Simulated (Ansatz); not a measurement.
System: o=c=s, COS, charge 0, multiplicity 1. SMILES: O=C=S
Geometry: optimised at B3LYP-D3(BJ)/def2-TZVP (Ansatz, a quantum-chemistry and plane-wave program).

Wanted: enthalpy of formation at 298 K, in kcal/mol. Conventions: non-relativistic; dispersion terms only where a functional's name holds one; open shells spin-unrestricted; no spin-orbit coupling; six Cartesian d functions in 6-31G* and its kin unless marked 5d. Ab initio and DFT rows: single points at B3LYP-D3(BJ) geometries (Ansatz), with unscaled harmonic terms from B3LYP/6-31G* at its own minima, enthalpies of formation by atomisation with measured atoms.

| species | coefficient | E at B3LYP/6-31G* (Ansatz), Eh | E at wB97M-V/def2-TZVPD (Ansatz), Eh | H(298 K) - E, kcal/mol |
|---|---|---|---|---|
| O=C=S | +1 | -511.53521 | -511.55339 | 8.13 |
| C atom | -1 | -37.84628 | -37.84643 | - |
| O atom | -1 | -75.06062 | -75.07806 | - |
| S atom | -1 | -398.10499 | -398.09150 | - |

The atoms take no thermal term, since their enthalpies of formation at 0 K are used: the result is the sum of coefficient times E, plus the molecule's thermal term, plus number times (enthalpy of formation minus H(298) - H(0)) over the atoms. Measured values of the atoms (G2/97 table in ASE), kcal/mol:

| atom | number | enthalpy of formation of the gas at 0 K | H(298) - H(0) of the element's standard state |
|---|---|---|---|
| C | 1 | 169.98 | 0.25 |
| O | 1 | 58.99 | 1.04 |
| S | 1 | 65.66 | 1.05 |

Measured values: G2/97 table in ASE (Curtiss et al.); they hold spin-orbit and core effects, anharmonicity.  Value to compare with, the measured value: -33.1 kcal/mol. 1 Eh = 627.5095 kcal/mol.

Compute it at each level from the table, and compare with the measured value.


- B3LYP/6-31G*: the sum of coefficient times E is -0.52332 Eh, or -328.39 kcal/mol; the thermal terms add 8.13; the atoms' measured terms add 292.29. Result: -28.0 kcal/mol. Its error against the measured value is 5.1 kcal/mol.
- wB97M-V/def2-TZVPD: the sum of coefficient times E is -0.53740 Eh, or -337.22 kcal/mol; the thermal terms add 8.13; the atoms' measured terms add 292.29. Result: -36.8 kcal/mol. Its error against the measured value is -3.7 kcal/mol.
